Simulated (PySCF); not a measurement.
**NH⁺: mean field, correlation and small terms against distance**

State: ⁴Σ⁻, quartet, unpaired electrons σ ↑, π ↑↑. ROHF-based CCSD(T) in PySCF 2.14 with H aug-cc-pVTZ, N aug-cc-pVTZ and H aug-cc-pVQZ, N aug-cc-pVQZ (frozen core orbitals: 1; no relativity). Correlation energies are extrapolated as n⁻³ (n = 3, 4), Hartree–Fock as (n+1)·exp(−9√n). CV is the change on freezing 0 orbitals instead, in H cc-pVTZ, N cc-pwCVTZ. SR is the spin-free X2C energy in H cc-pVTZ-DK, N cc-pVTZ-DK less the non-relativistic one in H cc-pVTZ, N cc-pVTZ. All energies in eV from H⁺ + N.

| R (Å) | HF/CBS | CCSD corr. | (T) | CV | SR | total |
| --- | --- | --- | --- | --- | --- | --- |
| 0.9722 | -3.766 | 0.332 | 0.0213 | -0.0031 | 0.0049 | -3.411 |
| 1.0164 | -3.884 | 0.296 | 0.0182 | -0.0014 | 0.0048 | -3.566 |
| 1.0606 | -3.919 | 0.260 | 0.0150 | 0.0001 | 0.0046 | -3.639 |
| 1.1048 | -3.892 | 0.225 | 0.0119 | 0.0013 | 0.0043 | -3.649 |
| 1.1490 | -3.820 | 0.190 | 0.0087 | 0.0025 | 0.0040 | -3.615 |
| 1.2042 | -3.686 | 0.148 | 0.0049 | 0.0037 | 0.0036 | -3.525 |
| 1.2594 | -3.520 | 0.110 | 0.0013 | 0.0048 | 0.0032 | -3.402 |

A fit to the total gives Re = 1.0914 Å, De = 3.652 eV, ωe = 2717.2 cm⁻¹, Be = 15.05 cm⁻¹ (masses 1.0078 and 14.0031 u).

At R = 1.1048 Å the CCSD correlation energy is -0.109005 hartree in the smaller basis and -0.114235 in the larger. Extrapolate it.

(4³·E4 − 3³·E3)/(4³ − 3³) = -0.11805 hartree; the larger basis holds 96.8 % of it.

The T1 diagnostic is 0.019. The state was picked by a PBE0 search and need not be the measured ground state. Spin–orbit coupling, excitations beyond (T) and corrections to the Born–Oppenheimer picture are left out.
